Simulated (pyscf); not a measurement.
Optimised with ωB97X-D3(BJ)/def2-SVP in PySCF. MP2 and CC: frozen core, UHF for open shells. ΔMP2 is the change of the MP2 total energy from the triple- to the quadruple-zeta basis.

### Question
What is the homolytic dissociation enthalpy (298 K, CCSD(T)/def2-TZVPP + ΔMP2(QZVPP)) of the C–C bond of H₂C=CH–CH=NH, to •HC=CH₂ + •HC=NH?

### Answer
C–C to •HC=CH₂ + •HC=NH: 427.7 kJ/mol. The radicals are drawn with the spin at the cut bond; how far it spreads was not checked. H₂C=CH–CH=NH lies 89.5 kJ/mol over its isomer H₃C–CH₂–C≡N, and others may lie lower still (electronic energy, ωB97M-D3(BJ)). •HC=NH lies 34.1 kJ/mol over its isomer H₂C=N•, and others may lie lower still (electronic energy, ωB97M-D3(BJ)). Other isomers of •HC=CH₂ were not searched in full and may lie lower. The CCSD(T) − MP2 part came from Ansatz, without density fitting, on the same reference. A UHF reference is spin-contaminated (<S²> up to 0.96), which harms MP2 most.
